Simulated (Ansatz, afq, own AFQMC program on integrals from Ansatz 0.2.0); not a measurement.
BH$_{3}$Br, doublet in cc-pVTZ, levels against AFQMC with the constraint released

```xyz
5

Br   -0.4298    0.0000    0.0000
H     1.2332    0.0000    0.0000
B     2.5002    0.0000    0.0000
H     3.0093    0.0000    1.0770
H     3.0093    0.0000   -1.0770
```

Connectivity, by distances: Br ··· BH2, 1 bridging H.

Basis cc-pVTZ. Only valence electrons are correlated. Integrals, coupled cluster, full CI and functionals: Ansatz 0.2.0; the random walks run on the same integrals in our own AFQMC program. The CISD trial takes its coefficients from CCSD amplitudes. Released means that phaseless walkers are propagated on without the constraint, phases kept. ± is one standard error of the sampling. No spin–orbit coupling.

Determinant: UHF, the one that the program's search chose, which needn't be the lowest solution. The geometry is a point of a scan.

No full CI on the walks' own integrals is used here. The released AFQMC energy serves as the reference, which it does only where one determinant dominates, the energy is flat over the last release times and near the phaseless one (40 meV or 2 meV an electron, half that with transition metals). On small molecules, where full CI could be run and the noise was under 10 meV, such values lay within 10 meV of it in 19 cases of 20, a flattering rate, since the rule was set on those same cases; what remains of the bias isn't in the error bar.

Cautions: no relativity below Rb; no spin-orbit coupling; inner d shell frozen; the released value is read at 2.40 1/Eh (meV from the phaseless value at times in 1/Eh: -9 ± 4 at 0.24, -16 ± 4 at 0.51, -25 ± 4 at 0.99, -28 ± 5 at 1.62, -31 ± 6 at 2.40).

```
T1 diagnostic                               : 0.0123
weight of the determinant in the CISD state : 0.874
⟨S²⟩ of the determinant                     : 0.772
size of the correlated space                : 13 electrons in 100 orbitals
```

```csv
level,correlation energy (eV)
MP2,-7.2590
CCSD,-8.2945
CCSD(T),-8.5584
```

Estimate where phaseless AFQMC with a CISD trial lies against CCSD(T) on the same integrals.

1.5 ± 0.5 kJ/mol below CCSD(T).

Reference: AFQMC with the constraint released, correlation energy -8.604 ± 0.006 eV.

```
        level  E − E(reference) (kJ/mol)  share of correlation (%)
      CCSD(T)                  4.4 ± 0.6                     99.46
ph-AFQMC/CISD                  2.9 ± 0.8                     99.64
```

A walk keeps the symmetry of its determinant, which the program's search chose and which needn't be the lowest solution, so a lower state of the same spin and another symmetry isn't excluded. Released energies are given only where the last usable release times agree within the noise; a slower fall can still hide under it.
